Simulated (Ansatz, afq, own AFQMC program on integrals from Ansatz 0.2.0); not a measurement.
## Where AFQMC and coupled cluster stand for CHN, singlet

| atom | x (Å) | y (Å) | z (Å) |
| --- | --- | --- | --- |
| N | 0.1743 | 0.0000 | 0.5564 |
| C | -0.2157 | 0.0000 | -0.5208 |
| H | 0.1481 | 0.0000 | -1.5257 |

Connectivity, by distances: N–CH.

Basis cc-pVDZ. Noble-gas cores (and the filled d shells of Ga–Kr and In–Xe) are frozen. AFQMC by an in-house program on the Cholesky factors that Ansatz 0.2.0 writes for its CCSD(T) run. ph-AFQMC/CISD is guided by a CISD state made of CCSD amplitudes; releasing the constraint for a short imaginary time cuts its bias at the price of noise, slowly where states lie close. Error bars are statistical, one sigma.

Determinant: UHF, the one that the program's search chose, which needn't be the lowest solution. The geometry is a point of a scan.

No full CI on the walks' own integrals is used here. The released AFQMC energy serves as the reference, which it does only where one determinant dominates, the energy is flat over the last release times and near the phaseless one (40 meV or 2 meV an electron, half that with transition metals). On small molecules, where full CI could be run and the noise was under 10 meV, such values lay within 10 meV of it in 19 cases of 20, a flattering rate, since the rule was set on those same cases; what remains of the bias isn't in the error bar.

Cautions: the determinant is a saddle point among determinants of its kind; the released value is read at 2.40 1/Eh with a noise of 19 meV, more than in the cases checked (meV from the phaseless value at times in 1/Eh: 22 ± 16 at 0.24, 6 ± 13 at 0.51, 5 ± 14 at 0.99, 21 ± 14 at 1.62, 33 ± 19 at 2.40).

The T1 diagnostic is 0.0146, the weight of the determinant in the CISD state is 0.885 and the ⟨S²⟩ of the determinant is 0.000. The size of the correlated space is 10 electrons in 31 orbitals.

| level | correlation energy (eV) |
| --- | --- |
| MP2 | -7.7725 |
| CCSD | -8.0366 |
| CCSD(T) | -8.3698 |

(1) Estimate where phaseless AFQMC with a CISD trial lies against CCSD(T) on the same integrals.

(1) 6.0 ± 1.7 kJ/mol below CCSD(T).

Reference: AFQMC with the constraint released, correlation energy -8.399 ± 0.019 eV.

```tsv
level	E − E(reference) (kJ/mol)	share of correlation (%)
CCSD(T)	2.8 ± 1.9	99.65
CCSDT	2.3 ± 1.9	99.72
CCSDT(Q)	-1.6 ± 1.9	100.20
ph-AFQMC/CISD	-3.1 ± 2.5	100.39
```

CCSDT and higher add their correlation energy to the determinant of the CCSD(T) run, since their own runs factorise the integrals more tightly (a shift of under 2 meV). A walk keeps the symmetry of its determinant, which the program's search chose and which needn't be the lowest solution, so a lower state of the same spin and another symmetry isn't excluded. Released energies are given only where the last usable release times agree within the noise; a slower fall can still hide under it.
